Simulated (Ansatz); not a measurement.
Input file:

```yaml
crystal:
  periodic: [false, false, false]
  atoms:
    - {symbol: C, position_ang: [0.000000, 0.000000, 1.093343]}
    - {symbol: Mg, position_ang: [0.000000, 0.000000, -0.913622]}
    - {symbol: H, position_ang: [0.000000, 0.000000, 2.430343]}
    - {symbol: H, position_ang: [0.000000, 0.000000, -2.610064]}
basis:
  gaussian: {orbitals: 6-31G}
magnetization: {spin_polarized: false, initial_magnetization: 2}
correlation: {method: fic_mrcisd_q, electrons: valence, active_space: {window: {electrons: 4, orbitals: 3}}}
```

```sh
$ ansatz run in.yaml --threads 1 --pin off --events-out ev --progress --plain --max-ram 2393MiB
```

The program prints:

```
323 factors; integrals over basis functions are off by at most 2.7e-4 eV
mean field evaluation 1: about -6488.4254 eV, gradient 9.6e0 eV
mean field evaluation 2: about -6488.4412 eV, gradient 9.6e0 eV
mean field evaluation 4: about -6489.0774 eV, gradient 4.8e-1 eV
mean field evaluation 8: about -6489.0800 eV, gradient 8.0e-4 eV
mean field -6489.07997223 eV, -238.4692905230 hartree, gradient 1.5e-6 eV, S^2 2.000000; 0 other end points of the search recorded, 0 dependent functions left out
reference -6489.07997223 eV, -238.4692905230 hartree; 11, 9 occupied and 15, 17 virtual orbitals, 323 factors
state -6489.07997223 eV, -238.4692905230 hartree
contracted CI cycle   1: correlation 0.00000000 eV, 0.0000000000 hartree, residual 1.15e1 eV
contracted CI cycle   2: correlation -2.54682242 eV, -0.0935939976 hartree, residual 2.34e0 eV
contracted CI cycle   3: correlation -2.68897517 eV, -0.0988180149 hartree, residual 7.55e-1 eV
contracted CI cycle   4: correlation -2.70038423 eV, -0.0992372902 hartree, residual 2.32e-1 eV
contracted CI cycle   5: correlation -2.70146157 eV, -0.0992768816 hartree, residual 7.09e-2 eV
contracted CI cycle   6: correlation -2.70157833 eV, -0.0992811723 hartree, residual 2.41e-2 eV
contracted CI cycle   7: correlation -2.70159044 eV, -0.0992816175 hartree, residual 7.94e-3 eV
contracted CI cycle   8: correlation -2.70159174 eV, -0.0992816651 hartree, residual 2.46e-3 eV
contracted CI cycle   9: correlation -2.70159187 eV, -0.0992816699 hartree, residual 7.61e-4 eV
state -6489.07997223 eV, -238.4692905230 hartree; corrected -6491.99154369 eV, -238.5762888006 hartree
WARN: 1 active orbitals are nearly empty or full. The corrections depend on them more than the energy does, and are more stable in an active space without them
Total energy: -6491.99154369 eV, -238.5762888006 hartree
```

The active space holds one configuration alone, so it describes no static correlation.

Natural occupations: 2.0000 1.0000 1.0000.

Ran on 1 thread of Arm Neoverse V1, shared host: 0.9 s wall, 0.14 GiB peak host memory.
